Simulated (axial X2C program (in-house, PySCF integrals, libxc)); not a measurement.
# All-electron X2C curves of ClAl in the non-relativistic limit (speed of light times 100)

Aim: find the lowest determinant of ClAl, scan the bond at several levels and fit the constants.

Method: all-electron X2C, Cl dyall-v3z, Al dyall-v3z; program: an in-house X2C program for linear molecules on PySCF integrals.

All values are calculated.

### Step 1. Set-up

The input, task.json:

```json
{
 "zs": [
  17,
  13
 ],
 "q": 0,
 "bas": [
  "dyall-v3z",
  "dyall-v3z"
 ],
 "levels": [
  "PBE0",
  "HF",
  "LDA",
  "PBE50"
 ],
 "cc": false,
 "r0": 2.25,
 "npts": 10,
 "nst": 2,
 "ntry": 6,
 "opt": {
  "cfac": 100
 }
}
```

Keys: zs atomic numbers; q charge; bas basis sets; levels methods (HF also brings MP2); cc coupled cluster on or off; r0 starting distance in Å; npts points asked for on the curve; nst determinants followed; ntry starts of the search; cfac factor on the speed of light (100 gives the non-relativistic limit).

Run with:

```console
$ python so2c.py task.json out
```

The Hamiltonian is the X2C one with the speed of light multiplied by 100, which is the non-relativistic limit. Basis: Cl dyall-v3z contracted to [7s7p2d1f], Al dyall-v3z contracted to [8s7p2d1f]; Gaussian nuclei, density fitting. Masses: Cl 34.969 u, Al 26.982 u.

Notation: σ, π±, δ± give the projection m of an orbital's angular momentum (0, ±1, ±2), α and β its spin, Λ and M_S the sums; ω is the projection of a spinor's total angular momentum and Ω the sum. Logs are in hartree.

The results follow Hamiltonian by Hamiltonian and level by level.

### Step 2. Which state to follow

PBE0 moves the distance from 2.250 Å to 2.157 Å and compares determinants there.

Spin-free determinants:

| ΔE (eV) | state | open shells |
| --- | --- | --- |
| 0.00 | M_S = 0, Λ = 0 | closed shell |
| 2.83 | M_S = 1, Λ = 1 | beyond closed shells: σα, π+α |
| 3.63 | M_S = 0, Λ = 1 | beyond closed shells: σα, π+β |
| 5.17 | M_S = 1, Λ = 0 | beyond closed shells: 2 × σα |
| 6.47 | M_S = 1, Λ = 0 | beyond closed shells: π+α, π+β, 2 × π-α |
| 6.47 | M_S = 1, Λ = 2 | beyond closed shells: 2 × π+α, π+β, π-α |
| 6.54 | M_S = 0, Λ = 2 | beyond closed shells: π+α, 2 × π+β, π-α |

### Step 3. PBE0, non-rel.

State followed: M_S = 0, Λ = 0 (closed shell). The scan is laid around 2.157 Å, a first estimate of the minimum, and this SCF restarts from the orbitals of the search.

Output at 2.157 Å:

```text
spin-free X2C-1e  PBE0
basis functions 91  fitting functions 591  grid points 4357
iter        total energy     max residual
   1       -702.453738339     1.90e-05
   2       -702.453738336     2.18e-05
   3       -702.453738345     7.07e-07
   4       -702.453738345     6.86e-08
converged
one-electron -1081.01961709  Coulomb 370.97017983  exact exchange -11.41776105  xc functional -35.20451111  nuclear repulsion 54.21797108
```

Along the bond, energies from the lowest point:

```
R (Å)  E (eV)  μ (D)  HOMO (eV)  LUMO (eV)  iterations
1.877  0.7439  -0.17      -6.46      -1.26           9
1.963  0.3060   0.36      -6.64      -1.40           9
2.028  0.1207   0.78      -6.78      -1.50           9
2.092  0.0261   1.20      -6.91      -1.60           9
2.157  0.0000   1.64      -7.03      -1.70           4
2.232  0.0342   2.16      -7.17      -1.82           8
2.308  0.1189   2.68      -7.29      -1.93           8
2.405  0.2781   3.36      -7.43      -2.08           8
2.524  0.5201   4.18      -7.53      -2.25           8
2.696  0.9159   5.35      -7.56      -2.50           9
```

Dipoles are positive if Al is the positive end.

Outer orbitals at the reference distance:

```tsv
symmetry	occupied	ε (eV)	atomic character
σα	yes	-22.32	79% Cl s, 8% Al p, 6% Al d
σα	yes	-11.34	68% Cl p, 24% Al s, 4% Cl s
π+α	yes	-9.22	88% Cl p, 6% Al p, 5% Al d
π-α	yes	-9.22	88% Cl p, 6% Al p, 5% Al d
σα	yes	-7.03	59% Al s, 22% Al p, 16% Cl p
π-α	no	-1.70	91% Al p, 5% Cl p
π+α	no	-1.70	91% Al p, 5% Cl p
σα	no	0.26	71% Al p, 18% Al d, 4% Cl s
σα	no	1.77	91% Al s, 4% Cl d, 3% Al p
```

PBE0 fields in the half plane through the axis: z from -2.4 to 4.5 Å across, distance from the axis 0.15 to 2.25 Å upwards; Cl lies at z = 0 and Al at z = 2.157 Å; the ELF is damped to zero where the density is low.

log10 density (e/bohr³). Ten even steps from '0' (-5.11 ) to '9' (1.27 ):
```
001122223322233333322211
011223333333333333333222
112233444444444444443322
122344455554444444444332
123345566655555555544433
223455666666555555554433
233456677766656776555433
233456789876668986555443
```

ELF. Ten even steps from ' ' (0.00 ) to '@' (1.00 ):
```
                            ..::==****==::      
          ....::::::..      ::++%%@@@@@@##==..  
        ..::====++==--..  ..--##@@@@@@@@@@%%==  
      ..--++**####**++--....==##@@@@@@@@@@@@%%--
    ..::++**##%%%%%%##++--::--==##@@@@@@@@@@@@**
    ..==**%%%%%%%%%%%%##++..      --@@@@@@@@@@%%
    ::++##%%%%--  --%%%%++  ::##++  ++@@@@@@@@@@
    ::++##%%**--##--**%%++  %%==%%::::@@@@@@@@@@
```

Re = 2.154 Å, ωe = 472 cm⁻¹, ωexe = 2.05 cm⁻¹, Be = 0.2386 cm⁻¹, De = 5.11 eV, μ = 1.62 D.

### Step 4. HF, non-rel.

Output at 2.157 Å:

```text
spin-free X2C-1e  HF
basis functions 91  fitting functions 591  grid points 4357
iter        total energy     max residual
   1       -701.502510380     7.14e-02
   2       -701.514720908     3.32e-03
   3       -701.515088521     7.76e-04
   4       -701.515125061     4.26e-04
   5       -701.515129681     9.90e-05
   6       -701.515130386     4.64e-05
   7       -701.515130422     8.00e-06
   8       -701.515130425     1.61e-06
   9       -701.515130425     2.14e-07
converged
one-electron -1080.73720858  Coulomb 370.72511680  exact exchange -45.72100972  xc functional 0.00000000  nuclear repulsion 54.21797108
```

Re = 2.155 Å, ωe = 476 cm⁻¹, ωexe = 2.19 cm⁻¹, Be = 0.2383 cm⁻¹, De = 3.98 eV, μ = 1.66 D.

### Step 5. LDA, non-rel.

Output at 2.157 Å:

```text
spin-free X2C-1e  LDA
basis functions 91  fitting functions 591  grid points 4357
iter        total energy     max residual
   1       -700.190250214     1.49e-01
   2       -700.199821658     9.47e-03
   3       -700.198865612     8.93e-03
   4       -700.200264715     3.27e-03
   5       -700.200482061     1.52e-04
   6       -700.200482295     4.42e-05
   7       -700.200482313     1.40e-05
   8       -700.200482316     1.00e-06
   9       -700.200482316     8.16e-08
converged
one-electron -1080.72644548  Coulomb 370.58870066  exact exchange 0.00000000  xc functional -44.28070857  nuclear repulsion 54.21797108
```

Re = 2.147 Å, ωe = 470 cm⁻¹, ωexe = 2.04 cm⁻¹, Be = 0.2401 cm⁻¹, De = 5.77 eV, μ = 1.57 D.

### Step 6. PBE50, non-rel.

Output at 2.157 Å:

```text
spin-free X2C-1e  PBE50
basis functions 91  fitting functions 591  grid points 4357
iter        total energy     max residual
   1       -702.511231954     2.45e-02
   2       -702.513014608     1.15e-03
   3       -702.513038921     9.17e-04
   4       -702.513051918     2.02e-04
   5       -702.513052712     3.59e-05
   6       -702.513052742     1.13e-05
   7       -702.513052746     1.83e-06
   8       -702.513052746     7.52e-07
converged
one-electron -1081.07860402  Coulomb 371.05224883  exact exchange -22.85078615  xc functional -23.85388248  nuclear repulsion 54.21797108
```

Re = 2.139 Å, ωe = 486 cm⁻¹, ωexe = 2.1 cm⁻¹, Be = 0.242 cm⁻¹, De = 5.04 eV, μ = 1.57 D.

### Step 7. MP2, non-rel.

Correlated methods: 10 electrons correlated (frozen shells, counted by type: Cl 2 s, 1 p; Al 2 s, 1 p), 136 virtual spinors in MP2.

MP2: Re = 2.150 Å, ωe = 483 cm⁻¹, Be = 0.2394 cm⁻¹, De = 5.26 eV.

### Step 8. The non-rel. curves together

Energy (eV) of the followed determinant, non-rel., from each level's lowest point:

```
R (Å)   PBE0     HF    MP2    LDA  PBE50
1.877  0.744  0.768  0.752  0.694  0.687
1.963  0.306  0.316  0.306  0.278  0.267
2.028  0.121  0.125  0.118  0.105  0.095
2.092  0.026  0.027  0.024  0.019  0.013
2.157  0.000  0.000  0.000  0.000  0.000
2.232  0.034  0.034  0.039  0.040  0.049
2.308  0.119  0.119  0.130  0.128  0.147
2.405  0.278  0.279  0.300  0.289  0.323
2.524  0.520  0.520  0.555  0.532  0.583
2.696  0.916  0.911  0.972  0.928  1.002
```

Time for the job: 17 s (1 thread, shared host).

### Step 9. Constants

Lowest determinant that the search found at its distance, non-rel.: M_S = 0, Λ = 0 (closed shell).

```json
{"Hamiltonian": "non-rel.", "level": "PBE0", "Re (Å)": "2.154", "ωe (cm⁻¹)": "472", "De (eV)": "5.11", "μ (D)": "1.62"}
{"Hamiltonian": "non-rel.", "level": "HF", "Re (Å)": "2.155", "ωe (cm⁻¹)": "476", "De (eV)": "3.98", "μ (D)": "1.66"}
{"Hamiltonian": "non-rel.", "level": "MP2", "Re (Å)": "2.150", "ωe (cm⁻¹)": "483", "De (eV)": "5.26", "μ (D)": "n/a"}
{"Hamiltonian": "non-rel.", "level": "LDA", "Re (Å)": "2.147", "ωe (cm⁻¹)": "470", "De (eV)": "5.77", "μ (D)": "1.57"}
{"Hamiltonian": "non-rel.", "level": "PBE50", "Re (Å)": "2.139", "ωe (cm⁻¹)": "486", "De (eV)": "5.04", "μ (D)": "1.57"}
```

Dipoles are positive if Al is the positive end.

Time per point (s) on 1 thread, shared host (non-rel. runs); the times are rough: PBE0 0.14, HF 0.062, MP2 0.1, LDA 0.11, PBE50 0.15.

What this shows: Bond lengths run from 2.139 Å (non-rel. PBE50) to 2.155 Å (non-rel. HF).

De refers to Cl + Al, each in the lowest determinant found, which need not be this curve's own limit. The state is a single determinant with fixed occupations, the lowest that a limited PBE0 search found. Closed shells are restricted here (equal orbitals for both partners), which fails at long range if the bond breaks into open shells. Dissociation energies refer to the lowest single-determinant-based atoms at the same level and basis. These are model numbers, with the speed of light changed.
